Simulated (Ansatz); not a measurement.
Property card for BN

All numbers below come from DFT r2SCAN, scalar-relativistic, plane waves, PAW (Ansatz).

Cutoff 500 eV; k points 12×12×6 on the computed 4-atom cell (Γ-centred); Gaussian smearing, width 0.02 eV; no spin polarisation.

The structure is relaxed at this level of theory with its symmetry kept. This wurtzite form isn't the usual stable structure of the compound.

```
B N
1.0
     2.54397    0.00000    0.00000
    -1.27198    2.20314    0.00000
     0.00000    0.00000    4.20774
B N
2 2
Direct
  0.66667 0.33333 0.99980
  0.33333 0.66667 0.49980
  0.66667 0.33333 0.62520
  0.33333 0.66667 0.12520
```

| Item | Value |
| --- | --- |
| Space group | P6_3mc (No. 186) |
| Volume per atom | 5.90 Å³ |
| Formation energy from the elements' standard states (uncorrected) | -1.301 eV/atom |
| Generalised Kohn–Sham band gap | 5.75 eV, indirect from Γ to K |
| Löwdin character of the top 1 eV of the valence band | N 2p 85 %, B 2p 14 % |
| Löwdin character of the lowest 1 eV of the conduction band | B 2p 54 %, N 2p 24 %, unprojected 21 % |
| Electron masses at the edge by Cartesian direction of the standard setting (m_e; degenerate bands sorted by energy; no spin-orbit coupling) | x: 0.50; y: 0.50; z: 0.30 |
| Hole masses at the edge by Cartesian direction of the standard setting (m_e; degenerate bands sorted by energy; no spin-orbit coupling) | x: 1.3, 0.34; y: 1.3, 0.34; z: 1.2, 1.2 |
| Bulk modulus | 391 GPa |
| Its pressure derivative | 3.7 |
| Electronic dielectric constant xx, yy, zz of the standard setting (independent particles) | 4.4, 4.4, 4.5 |
| Bader charges (e) | B (2 in the cell) 2.26, N (2 in the cell) -2.26 |